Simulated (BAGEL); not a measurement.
**HF/STO-3G (density fitting with qzvpp-jkfit) run of C2H4FN (SMILES [H]/N=C(\C)F)**

Aim: the vertical electron affinity of C2H4FN at HF/STO-3G (density fitting with qzvpp-jkfit), from 2 runs. 

Program for the calculation: BAGEL 1.2.2.

2 further runs of the same task are left out: 2 set aside as unsound or not needed.

## (1) Starting point

C2H4FN has 8 atoms, charge 0, and is taken as a singlet. SMILES: `[H]/N=C(\C)F`. Geometry: relaxed at PBE0-D4/def2-TZVP.

Bond lengths: C1–C2 1.488 Å, C2–N3 1.247 Å, C2–F4 1.341 Å, C1–H5 1.088 Å, C1–H6 1.092 Å, C1–H7 1.092 Å, N3–H8 1.015 Å. Angles: C1–C2–N3 132.0°, C1–C2–F4 110.6°, N3–C2–F4 117.4°, C2–C1–H5 111.2°, C2–C1–H6 109.7°, C2–C1–H7 109.7°, C2–N3–H8 110.7°, H5–C1–H6 109.4°, H5–C1–H7 109.4°, H6–C1–H7 107.3°.

## (2) A single-point energy at HF/STO-3G (density fitting with qzvpp-jkfit)

File input.json:

```json
{ "bagel" : [

{
  "title" : "molecule",
  "basis" : "sto-3g",
  "df_basis" : "qzvpp-jkfit",
  "angstrom" : "true",
  "geometry" : [
    { "atom" : "C", "xyz" : [   -0.246700,    0.732400,   -0.287300 ] },
    { "atom" : "C", "xyz" : [    0.491400,   -0.429400,    0.278400 ] },
    { "atom" : "N", "xyz" : [    0.166300,   -1.620900,    0.450400 ] },
    { "atom" : "F", "xyz" : [    1.725800,   -0.065300,    0.654000 ] },
    { "atom" : "H", "xyz" : [   -1.250500,    0.448000,   -0.597200 ] },
    { "atom" : "H", "xyz" : [   -0.308700,    1.527700,    0.458900 ] },
    { "atom" : "H", "xyz" : [    0.298400,    1.132700,   -1.145000 ] },
    { "atom" : "H", "xyz" : [   -0.783900,   -1.782300,    0.132000 ] }
  ]
},
{
  "title" : "hf"
},
{
  "title" : "print",
  "file" : "orbitals.molden",
  "orbitals" : "true"
}

]}
```

Launch:

```
$ BAGEL_NUM_THREADS=1 BAGEL input.json > input.out
```

Log:

```text
* using 1 threads per process

  ===============================================================
  ===============================================================

  *** Geometry ***

  { "atom" : "C", "xyz" : [     -0.466195,      1.384035,     -0.542918 ] },
  { "atom" : "C", "xyz" : [      0.928611,     -0.811448,      0.526100 ] },
  { "atom" : "N", "xyz" : [      0.314261,     -3.063057,      0.851133 ] },
  { "atom" : "F", "xyz" : [      3.261289,     -0.123399,      1.235881 ] },
  { "atom" : "H", "xyz" : [     -2.363103,      0.846597,     -1.128544 ] },
  { "atom" : "H", "xyz" : [     -0.583358,      2.886935,      0.867195 ] },
  { "atom" : "H", "xyz" : [      0.563894,      2.140493,     -2.163736 ] },
  { "atom" : "H", "xyz" : [     -1.481356,     -3.368059,      0.249444 ] },

  Number of auxiliary basis functions:      376

  Since a DF basis is specified, we compute 2- and 3-index integrals:
    o Being stored without compression. Storage requirement is 0.002 GB

  Number of basis functions:       24
  Number of electrons      :       32

    * METHOD: MOLECULE                             0.11

  *** RHF ***

  === Nuclear Repulsion ===
   119.7571144237

      * DIIS with orbital gradients will be used.

  === RHF iteration (sto-3g) ===
      0       -228.74786198          0.02739059           0.01
      1       -228.84744342          0.01396093           0.01
      2       -228.87512106          0.00190782           0.01
      3       -228.87641041          0.00069612           0.01
      4       -228.87661798          0.00021764           0.01
      5       -228.87664328          0.00002809           0.01
      6       -228.87664363          0.00000781           0.01
      7       -228.87664365          0.00000125           0.01
      8       -228.87664365          0.00000037           0.01
      9       -228.87664365          0.00000014           0.01
     10       -228.87664365          0.00000002           0.01
     11       -228.87664365          0.00000001           0.01
    * SCF iteration converged.

    * Permanent dipole moment:
           (    0.754083,    -0.684950,     0.453711) a.u.

    * METHOD: HF                                   0.13

    * METHOD: PRINT                                0.00

  ===============================================================
```

Wall time 0.58 s (1 thread of Intel Xeon Platinum 8488C (Sapphire Rapids), shared host); peak memory 0.08 GiB.

## (3) The doublet anion

File input.json:

```json
{ "bagel" : [

{
  "title" : "molecule",
  "basis" : "sto-3g",
  "df_basis" : "qzvpp-jkfit",
  "angstrom" : true,
  "geometry" : [
    { "atom" : "C", "xyz" : [      -0.246700,       0.732400,      -0.287300 ] },
    { "atom" : "C", "xyz" : [       0.491400,      -0.429400,       0.278400 ] },
    { "atom" : "N", "xyz" : [       0.166300,      -1.620900,       0.450400 ] },
    { "atom" : "F", "xyz" : [       1.725800,      -0.065300,       0.654000 ] },
    { "atom" : "H", "xyz" : [      -1.250500,       0.448000,      -0.597200 ] },
    { "atom" : "H", "xyz" : [      -0.308700,       1.527700,       0.458900 ] },
    { "atom" : "H", "xyz" : [       0.298400,       1.132700,      -1.145000 ] },
    { "atom" : "H", "xyz" : [      -0.783900,      -1.782300,       0.132000 ] }
  ]
},

{ "title" : "uhf", "charge" : -1, "nopen" : 1 },

{ "title" : "print", "file" : "orbitals.molden", "orbitals" : true }

]}
```

Launch:

```
$ BAGEL_NUM_THREADS=1 BAGEL input.json > input.out
```

Log:

```text
* using 1 threads per process

  ===============================================================
  ===============================================================

  *** Geometry ***

  { "atom" : "C", "xyz" : [     -0.466195,      1.384035,     -0.542918 ] },
  { "atom" : "C", "xyz" : [      0.928611,     -0.811448,      0.526100 ] },
  { "atom" : "N", "xyz" : [      0.314261,     -3.063057,      0.851133 ] },
  { "atom" : "F", "xyz" : [      3.261289,     -0.123399,      1.235881 ] },
  { "atom" : "H", "xyz" : [     -2.363103,      0.846597,     -1.128544 ] },
  { "atom" : "H", "xyz" : [     -0.583358,      2.886935,      0.867195 ] },
  { "atom" : "H", "xyz" : [      0.563894,      2.140493,     -2.163736 ] },
  { "atom" : "H", "xyz" : [     -1.481356,     -3.368059,      0.249444 ] },

  Number of auxiliary basis functions:      376

  Since a DF basis is specified, we compute 2- and 3-index integrals:
    o Being stored without compression. Storage requirement is 0.002 GB

  Number of basis functions:       24
  Number of electrons      :       32

    * METHOD: MOLECULE                             0.09

  *** Open-shell HF ***

  === Nuclear Repulsion ===
   119.7571144237

      * DIIS with orbital gradients will be used.

  === UHF iteration (sto-3g) ===
      0       -228.51235095          0.04029436           0.01
      1       -228.60289850          0.01038700           0.01
      2       -228.60984857          0.00300873           0.01
      3       -228.61093117          0.00150897           0.01
      4       -228.61140724          0.00068047           0.01
      5       -228.61155359          0.00015523           0.01
      6       -228.61156186          0.00003343           0.01
      7       -228.61156264          0.00000596           0.01
      8       -228.61156279          0.00000170           0.01
      9       -228.61156285          0.00000072           0.01
     10       -228.61156287          0.00000032           0.01
     11       -228.61156287          0.00000014           0.01
     12       -228.61156288          0.00000004           0.01
     13       -228.61156288          0.00000001           0.01
     14       -228.61156288          0.00000001           0.01
    * SCF iteration converged.

    * S^2 (UHF) is 0.7554

    * Permanent dipole moment:
           (    0.261669,    -1.260414,     0.410459) a.u.

    * METHOD: UHF                                  0.27

    * METHOD: PRINT                                0.00

  ===============================================================
```

Run time: 0.69 s. Hardware: 1 thread of Intel Xeon Platinum 8488C (Sapphire Rapids), shared host; peak memory 0.08 GiB.

## (4) Results

At HF/STO-3G (density fitting with qzvpp-jkfit):

| quantity | value |
| --- | --- |
| singlet C2H4FN: total energy | -228.87664 Eh |
| singlet C2H4FN: dipole moment | 2.83 D |
| singlet C2H4FN: HOMO energy | -9.63 eV |
| singlet C2H4FN: LUMO energy | 8.28 eV |
| singlet C2H4FN: HOMO–LUMO gap | 17.91 eV |
| doublet anion: total energy | -228.61156 Eh |
| doublet anion: ⟨S²⟩ | 0.755 |
| vertical electron affinity (to the doublet anion) | -7.213 eV |

In words: The anion lies 7.21 eV (696 kJ/mol) above the neutral: the electron isn't bound at this level, and such a value depends on the basis. Without diffuse functions anions come out too high. Hartree–Fock misses the correlation that binds many anions. In a minimal basis such a difference can be off by several eV, whatever the method.
